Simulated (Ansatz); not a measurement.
# BHO (singlet): from Hartree-Fock to the top rungs at distance B1–O2 = 1.198 Å, cc-pVDZ

The task here is to estimate one member of a computed series from the others.

Program: Ansatz 0.2.0, Gaussian basis. Level of theory: cc-pVDZ, core rule «outside noble gas», up to 2 orbitals frozen. These are calculated values, not measurements.

The runs, in order: UHF; CCSD(T) on RHF; BCCD(T) on RHF; CISD; CCSDT(Q) on RHF; CASSCF and MRCISD+Q, 2 electrons in 2 orbitals; CASSCF and NEVPT2, 2 electrons in 2 orbitals; CASSCF and MRCISD+Q, 10 electrons in 9 orbitals; CASSCF and NEVPT2, 10 electrons in 9 orbitals.

33 further runs of the same task are left out: 6 for a known fault of the program, 18 that didn't finish, 9 set aside as unsound or not needed.

## What is computed

The geometry derives from a PBE0/def2-TZVP stationary point (not a proven minimum). One bond is set to the value named and the two fragments are kept rigid.

3 atoms, charge 0, spin multiplicity 1.

Atoms are counted from 1 here; the program's logs count them from 0.

Bond lengths: B1–O2 1.198 Å, B1–H3 1.173 Å. Angles: O2–B1–H3 180.0°.

The first run:

in.yaml

```yaml
crystal:
  periodic: [false, false, false]
  atoms:
    - {symbol: B, position_ang: [0.000000, 0.000000, 0.008418]}
    - {symbol: O, position_ang: [0.000000, 0.000000, -1.189543]}
    - {symbol: H, position_ang: [0.000000, 0.000000, 1.181125]}
basis:
  gaussian: {orbitals: cc-pVDZ}
magnetization: {spin_polarized: true, initial_magnetization: 0}
hamiltonian: {xc: hf}
output: {orbitals: {seedname: orbitals}}
```

The run is started by

```sh
$ ansatz run in.yaml --threads 1 --pin off --events-out ev --progress --plain --max-ram 2393MiB
```

Steps of the session up to this table: UHF; CCSD(T) on RHF; BCCD(T) on RHF; CISD; CCSDT(Q) on RHF; CASSCF and MRCISD+Q, 2 electrons in 2 orbitals; CASSCF and NEVPT2, 2 electrons in 2 orbitals; CASSCF and MRCISD+Q, 10 electrons in 9 orbitals; CASSCF and NEVPT2, 10 electrons in 9 orbitals.

One of the session's tables, all rows but one given; the rest of the session is left out.

```
          method  from RCCSDT(Q) (kJ/mol)
             RHF                   +750.3
            RMP2                    +47.8
            CISD                    +73.7
           RCCSD                    +27.8
        RCCSD(T)                     +4.1
         BCCD(T)                     +4.0
          RCCSDT                     +2.7
       RCCSDT(Q)                        0
     CASSCF pair                   +692.8
     NEVPT2 pair                        ?
     MRCISD pair                    +62.6
   MRCISD+Q pair                    +11.3
  CASSCF valence                   +400.5
  NEVPT2 valence                    +81.7
  MRCISD valence                    +18.5
MRCISD+Q valence                     +2.1
```

Estimate the missing values for NEVPT2 pair.

**Answer.** from RCCSDT(Q) (kJ/mol): +44.9. In the column «from RCCSDT(Q) (kJ/mol)» it lies between RCCSD (+27.8) and RMP2 (+47.8).
